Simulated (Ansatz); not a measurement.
# bcc Ba

Method: r²SCAN50 in Ansatz (PAW).

Settings: plane-wave cutoff 520 eV, 10×10×10 k mesh, Fermi–Dirac smearing 0.05 eV, scalar-relativistic PAW data made under PBE.

Cell: relaxed at this level.

```
Property                    Value
------------------  -------------
volume per atom     71.59 Å³/atom
lattice constant a        5.231 Å
```

Measured, for comparison: equilibrium volume per atom 62.31 Å³/atom (low-temperature or extrapolated to 0 K; zero-point anharmonic expansion removed; as tabulated in Csonka et al. (2009), arXiv:0903.4037); lattice constant a 4.995 Å (low-temperature or extrapolated to 0 K; zero-point anharmonic expansion removed, our sources range from 4.995 to 5.004; as tabulated in Csonka et al. (2009), arXiv:0903.4037). Computed (rounded) less measured: equilibrium volume per atom +14.9 %, lattice constant a +4.7 % (+4.5 % to +4.7 % over the range).

Note: the cell is over a tenth larger than the published one: the level's own overestimate first of all, though another phase or state, or a fault of the published cell, is possible.

Spin–orbit coupling is not included.

Static lattice: no zero-point or thermal effects.

Ansatz is a quantum-chemistry and plane-wave program.
